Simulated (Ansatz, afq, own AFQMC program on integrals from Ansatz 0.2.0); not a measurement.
## Atomization energy of SiGeH2, triplet, worked out

```yaml
atoms:
  - { symbol: Si, position_ang: [0.0000, -0.1395, 1.6714] }
  - { symbol: Ge, position_ang: [0.0000, 0.0566, -0.6618] }
  - { symbol: H, position_ang: [0.0000, 1.2679, 2.2283] }
  - { symbol: H, position_ang: [0.0000, -1.4615, -1.1039] }
```

Connectivity, by distances: SiH–GeH.

Basis cc-pVDZ. Noble-gas cores (and the filled d shells of Ga–Kr and In–Xe) are frozen. Integrals, coupled cluster, full CI and functionals: Ansatz 0.2.0; the random walks run on the same integrals in our own AFQMC program. The CISD trial takes its coefficients from CCSD amplitudes. Released means that phaseless walkers are propagated on without the constraint, phases kept. Uncertainties: one standard error, sampling alone. No spin–orbit coupling.

Total energies in eV. CBS is CCSD(T) at the limit of def2-TZVPP/QZVPP (extrapolated itself); the highest rung of each member is named.

Cautions: inner d shell frozen; no relativity below Rb; no spin-orbit coupling; SiGeH₂ (triplet): lower spins were not checked, its ph-AFQMC/CISD value lies 31 ± 12 meV above CCSDT(Q).

| member | count | CCSD(T)/cc-pVDZ | highest rung in cc-pVDZ | which | CCSD(T)/CBS |
| --- | --- | --- | --- | --- | --- |
| Si (triplet) | +1 | -7861.7800 | -7861.7922 | FCI | -7862.5000 |
| Ge (triplet) | +1 | -56473.1139 | -56473.1222 | FCI | -56475.5964 |
| H (doublet) | +2 | -13.5861 | -13.5861 | FCI | -13.6059 |
| SiGeH₂, triplet | -1 | -64369.6496 | -64369.7168 | CCSDT(Q) | -64373.7926 |

Question: Work out the best estimate of the atomization energy: the CCSD(T)/CBS difference plus the step from CCSD(T) to the highest rung.

Answer: Sums with the counts: CCSD(T)/CBS 8.4844 eV, highest rung 7.6302 eV, CCSD(T)/cc-pVDZ 7.5835 eV. The step is 7.6302 − 7.5835 = 0.0467 eV, so the best estimate is 8.4844 + (0.0467) = 8.5311 eV = 823.1 kJ/mol. The basis set is worth 0.901 eV of it. Zero-point, core-correlation and spin–orbit terms aren't in it. Past Ne the Hartree–Fock part of each CBS total tends to overshoot, since the cores don't follow the formula; that largely cancels in the difference.

Best estimates are given only where the step beyond CCSD(T) is under 0.3 eV and no member's determinant is very poor (T1 over 0.05, or 0.07 for open shells, ⟨S²⟩ too high by 0.3, two states mixed), so the hardest cases are missing from such tables.

CCSDT and higher add their correlation energy to the determinant of the CCSD(T) run, since their own runs factorise the integrals more tightly (a shift of under 2 meV). Each member of a difference takes its own highest rung, so a best estimate needn't equal the limit plus the step of one row.
